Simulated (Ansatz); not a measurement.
System: tetrafluoromethane, CF$_{4}$, net charge 0, singlet state. 
Geometry from a B3LYP-D3(BJ)/def2-TZVP (Ansatz, an electronic-structure program) optimisation:
```
C
F 1 1.3260
F 1 1.3260 2 109.47
F 1 1.3260 2 109.47 3 120.00
F 1 1.3260 2 109.47 4 120.00
```
Charge 0, spin multiplicity 1.

Basis-set convergence of Hartree-Fock and MP2 correlation energies (hartree) with Ansatz. Cores are frozen in the correlated levels unless marked. Spin-orbit coupling is left out. No relativistic terms.

| basis | functions | E(HF) | E(corr, MP2) |
|---|---|---|---|
| aug-cc-pVDZ | 115 | -435.69335 | -0.93986 |
| aug-cc-pVTZ | 230 | ? | ? |

Question: What belongs in the gaps?

Answer: 
- aug-cc-pVTZ, E(HF): -435.81919
- aug-cc-pVTZ, E(corr, MP2): -1.18030
